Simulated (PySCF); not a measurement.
B: electron affinity

B⁻ [He] 2s2 2p2 (3P) → B [He] 2s2 2p1 (2P), as a difference of total energies. All numbers are calculated (PySCF 2.14, the spin-free X2C one-electron Hamiltonian (Gaussian nucleus), in aug-cc-pCVTZ-DK with one added diffuse shell each of s, p, d, f type (8s7p5d3f, 75 functions)). Correlated levels: valence: 1s2 frozen. The calculations carry no spin-orbit coupling.

Order these methods by the electron affinity they give, lowest first.
A. SCS-MP2 (valence)
B. CCSD(T) (valence)
C. MP2 (valence)
D. UHF

D (-0.305 eV), A (0.061 eV), C (0.211 eV), B (0.239 eV).

Errors of the correlated levels include the incompleteness of this basis and the frozen core.

A negative affinity means that the anion lies above the atom at that level of theory.

The coupled-cluster amplitudes are large for B⁻ (T1 above 0.03 or a double amplitude above 0.15), so a single reference is strained.

For comparison: 0.280 eV (measured; photodetachment measurements, as compiled on the Wikipedia data page of electron affinities).
